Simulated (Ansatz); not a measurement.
fcc Ag

All values below come from r²SCAN (plane waves, PAW; Ansatz, a program for electronic structure).

Numerical settings: plane-wave cutoff 500 eV, 24×24×1 k mesh (along the axes of the cell as run), Fermi–Dirac smearing 0.1 eV, scalar-relativistic PAW data made under PBE.

Cell: relaxed at this level.

surface energy of the (111) face: 0.92 J/m²
work function of the (111) face: 4.40 eV

The slab of 6 atoms is relaxed and unreconstructed.
